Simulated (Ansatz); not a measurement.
Ansatz results at the PBE0-D4/def2-TZVP geometry: LUMO energy (ωB97M-V/def2-TZVPP) 2.75 eV; HOMO–LUMO gap (PBE0/def2-TZVPP) 9.85 eV; HOMO energy (B3LYP/def2-TZVPP) -8.32 eV.

Each molecule was computed in one conformer, which needn't be the lowest.

**Question.** Which molecule gave them?
A. `CCC(CC)CC`
B. `CC(C)C(C)(C)C`
C. `CCC(C)(CC)CC`
D. `CCC(CC)C(C)C`

**Answer.** A. The others give `CC(C)C(C)(C)C`: 2.46, 9.52, -8.30; `CCC(C)(CC)CC`: 2.45, 9.41, -8.20; `CCC(CC)C(C)C`: 2.53, 9.46, -8.18.

B3LYP here is the variant with VWN-RPA as its local correlation; programs differ in this.
